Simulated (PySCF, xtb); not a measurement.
CH₂, SMILES [CH2] (connectivity only; charge and spin as stated), charge +1, multiplicity 2.

Geometry optimised at PBE-D3(BJ)/def2-TZVPD. The isomer is the one that the SMILES or the coordinates give; other isomers of the formula were not compared.

Method: C-PCM-ωB97X/def2-TZVPD (PySCF).

The values are the electrostatic part of the solvation free energy, E(continuum) − E(gas) at the gas-phase geometry, in a cavity of scaled van der Waals radii (PySCF's table); cavitation and dispersion terms are not included.

Computed values in water (ε = 78.36), toluene (ε = 2.37), 1-octanol (ε = 9.86):
```
solvent        ε  ΔG(elec) (kcal/mol)
---------  -----  -------------------
water      78.36                -80.2
toluene     2.37                -47.0
1-octanol   9.86                -73.0
```

For comparison, GFN2-xTB/ALPB(water) (xtb, at the GFN2-xTB geometry, all terms of that model) gives -87.7 kcal/mol.
